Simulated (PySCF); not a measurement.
O₂S. Atoms are numbered in the order given.

```xyz
3

O      0.0000    -1.2308    -0.3637
S      0.0000     0.0000     0.3637
O      0.0000     1.2308    -0.3637
```
Charge 0, spin multiplicity 1.

The structure is a stationary point at ωB97X-D3(BJ)/def2-TZVP.

Computed with PBE/def2-TZVPD in PySCF.

ESP charges are fitted to the potential on shells at 1.4 to 2.0 van der Waals radii. Atomic charges (e):

```
atom  meta-Löwdin  ESP fit
----  -----------  -------
O1          -0.64    -0.24
S2           1.29     0.48
O3          -0.64    -0.24
```
